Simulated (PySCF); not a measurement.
**Relative stability**

The two ends of one reaction step of SiNH$_{7}$O, closed shell (PBE0-D4/def2-TZVP).

A:

```xyz
10
angstrom
Si -1.1868 -0.6309 -0.2432
N 0.2836 -0.6042 0.6848
H -2.0848 -1.7853 0.0480
H -1.9178 0.6238 0.0519
H -0.8045 -0.6987 -1.6761
H 1.2029 1.0699 0.0976
O 1.5443 1.9498 -0.1342
H 0.1988 -0.3910 1.6691
H 0.9202 -1.3801 0.5689
H 1.9116 1.8560 -1.0149
```

B:

Si1  (-0.645, 0.331, -0.722)
N2  (0.393, -0.602, 1.301)
H3  (-1.178, -1.057, -0.743)
H4  (-1.266, 1.172, 0.335)
H5  (-1.185, 0.929, -1.999)
H6  (0.995, 0.116, 1.684)
O7  (0.999, 0.508, -0.957)
H8  (-0.238, -0.920, 2.027)
H9  (0.981, -1.377, 1.021)
H10  (1.183, 0.925, -1.801)
(Å)

Computed with PySCF 2.14 with density fitting (its default auxiliary sets; JK sets also for MP2 and CCSD(T)) (basis: def2-TZVPP); correlated methods freeze the cores. B3LYP uses VWN-RPA correlation.

**Question.** Which structure is lower at CCSD(T), and by how much? (To be estimated.)

**Answer.** Computed: B, by 7.72 kcal/mol (electronic energy, against the other). By their contacts, A is a complex of SiNH₅ ([NH2][SiH3]) + H₂O and B is a complex of SiH₄O ([OH][SiH3]) + NH₃.

All methods give the same order:

```json
{"method": "SPW92", "E(B) − E(A) (kcal/mol)": "-9.24"}
{"method": "PBE-D4", "E(B) − E(A) (kcal/mol)": "-7.35"}
{"method": "r2SCAN-D4", "E(B) − E(A) (kcal/mol)": "-8.71"}
{"method": "PBE0-D4", "E(B) − E(A) (kcal/mol)": "-7.48"}
{"method": "B3LYP-D4", "E(B) − E(A) (kcal/mol)": "-7.09"}
{"method": "BHLYP-D4", "E(B) − E(A) (kcal/mol)": "-7.63"}
{"method": "wB97M-V", "E(B) − E(A) (kcal/mol)": "-8.57"}
{"method": "HF", "E(B) − E(A) (kcal/mol)": "-6.15"}
{"method": "MP2", "E(B) − E(A) (kcal/mol)": "-7.81"}
{"method": "CCSD", "E(B) − E(A) (kcal/mol)": "-7.50"}
{"method": "CCSD(T)", "E(B) − E(A) (kcal/mol)": "-7.72"}
```

No T1 diagnostic of these runs exceeds 0.010.

Labels in which every atom is bracketed show which atoms are joined, not bond orders.

For scale, one of the runs: CCSD(T)/def2-TZVPP, 202 basis functions, launched by `OMP_NUM_THREADS=4 python run.py`. The run took 5.5 min on 4 CPU threads of an Arm Neoverse V2 (shared host), with 2.5 GiB of host memory at its peak.
